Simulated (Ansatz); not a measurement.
Reaction (SMILES): C=C=O + 4 [H][H] (H2) → 2 C (CH4) + O (H2O)
B3LYP-D3(BJ)/def2-TZVP geometries, fixed; electronic energies without zero-point terms.
Largest species:
```xyz
5

C      0.0091     0.0017    -1.2056
C     -0.0008    -0.0001     0.1027
H      0.0282     0.9401    -1.7377
H     -0.0018    -0.9351    -1.7406
O     -0.0096    -0.0018     1.2620
```
Charge 0, spin multiplicity 1.

How fast the energy of full hydrogenation converges with the basis for several methods (Ansatz, a quantum-chemistry and plane-wave program): deviation from each method's own reference, in kcal/mol. References: B3LYP -98.03 kcal/mol, the value in aug-pcseg-3; CCSD(T) -102.94 kcal/mol, Hartree-Fock in aug-cc-pVQZ plus the correlation part extrapolated as X^-3 from aug-cc-pVTZ and aug-cc-pVQZ; HF -105.49 kcal/mol, the value in aug-pcseg-3; MP2 -102.26 kcal/mol, Hartree-Fock in aug-cc-pVQZ plus the correlation part extrapolated as X^-3 from aug-cc-pVTZ and aug-cc-pVQZ; PBE -97.78 kcal/mol, the value in aug-pcseg-3; wB97M-V -102.15 kcal/mol, the value in aug-pcseg-3. Cartesian d functions, on some or all atoms, in 6-31G**; all else is spherical. In correlated methods cores are frozen. No added dispersion term, no relativity. Functionals ending in -V hold VV10 correlation. 

| basis | functions | B3LYP | CCSD(T) | HF | MP2 | PBE | wB97M-V |
|---|---|---|---|---|---|---|---|
| 6-31G** | 55 | 2.76 | 4.55 | -3.01 | 4.20 | 4.06 | 1.38 |
| 6-311+G** | 78 | -0.15 | 3.86 | -2.00 | 3.29 | 0.17 | -0.68 |
| aug-pcseg-1 | 87 | -2.30 | -2.23 | -3.28 | -1.62 | -1.93 | -4.22 |
| cc-pVTZ | 118 | 2.39 | 2.01 | 0.67 | 1.98 | 2.96 | 2.45 |
| def2-TZVPP | 121 | 0.99 | 1.19 | 0.11 | 1.08 | 1.37 | 0.86 |
| jun-cc-pV(T+d)Z | 145 | -0.44 | -0.31 | -0.64 | -0.39 | -0.38 | -0.53 |
| 6-311++G(3df,3pd) | 153 | 0.16 | 0.48 | 0.42 | 0.41 | 0.23 | 0.13 |
| def2-QZVPPD | 258 | 0.02 | -0.22 | 0.05 | -0.30 | -0.02 | 0.03 |

Mean absolute deviation over 6-311+G**, cc-pVTZ, def2-TZVPP, jun-cc-pV(T+d)Z, 6-311++G(3df,3pd): HF 0.77, B3LYP 0.82, wB97M-V 0.93, PBE 1.02, MP2 1.43, CCSD(T) 1.57 kcal/mol.
